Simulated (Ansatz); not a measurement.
A made-up structure of CH7BSi, closed shell:

```xyz
10
angstrom
B -1.2952 0.5006 -1.2295
Si 0.7411 -0.9772 0.8947
C 0.2562 0.6218 0.0422
H -1.8978 -0.5109 -1.4465
H -1.6553 1.4820 -1.8129
H 0.0123 1.3553 0.7676
H 1.0827 1.0041 -0.5004
H 1.1047 -1.9643 -0.0591
H 1.8427 -0.7825 1.7694
H -0.3425 -1.4880 1.6572
```

It is relaxed with PBE-D4/def2-SVP and then PBE0-D4/def2-TZVP (Ansatz 0.2.0). Atoms count as bonded within 1.22 times the sum of their covalent radii (H–H: 0.88 Å). The end point is not checked to be a true minimum.

Problem. Does its bonding change? (A judgement: the text doesn't fix the answer.)

Solution. The calculation gives: Yes. Formed: B1–C3; broken: none.

Where it ends: The first stage lowers the energy by 1.74 eV in 20 steps. It ends as CH₇BSi ([BH2][CH2][SiH3]):
B1  (-1.072, 0.454, -0.960)
Si2  (0.679, -0.930, 0.651)
C3  (0.042, 0.751, 0.048)
H4  (-2.204, 0.309, -0.594)
H5  (-0.819, 0.289, -2.119)
H6  (-0.283, 1.260, 0.961)
H7  (0.926, 1.242, -0.370)
H8  (1.218, -1.729, -0.480)
H9  (1.768, -0.701, 1.636)
H10  (-0.405, -1.703, 1.309)
(Å)

Labels in which every atom is bracketed show which atoms are joined, not bond orders.

For scale, one of the runs: PBE0-D4/def2-TZVP relaxation, 141 basis functions, launched by `ansatz run in.yaml --threads 2 --pin off --events-out ev --progress --plain --max-ram 4352MiB`. Hardware: 2 CPU threads of an Arm Neoverse V2, shared host. Wall time about 31 s.
